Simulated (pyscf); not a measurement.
Structures and frequencies: ωB97X-D3(BJ)/def2-SVP in PySCF.

### Question
For the elementary gas-phase step `[OH][B]([OH])[OH]` + `[SH2]` → `[OH][B]([OH])[SH]` + `[OH2]` (singlet surface; B–O, H–S broken, B–S, H–O formed), what barrier and reaction energy does ωB97M-D3(BJ)/def2-TZVP give, measured from the separated reactants?

### Answer
ΔE‡ = 1.57 eV, ΔE = +0.81 eV. Zero-point energy shifts the barrier by -0.02 eV. It is a four-centre exchange, with an imaginary mode of 1092i cm⁻¹. On the product side the descent ends in a complex, 0.23 eV under the separated species and 1.04 eV under the saddle at ωB97X-D3(BJ)/def2-TZVP. The reactants may also form a dative adduct at HO–B(OH)–OH; it and routes through it were not searched. The products may also form a dative adduct at HO–B(OH)–SH; it and routes through it were not searched. One saddle was located; it need not be the lowest between these sides.
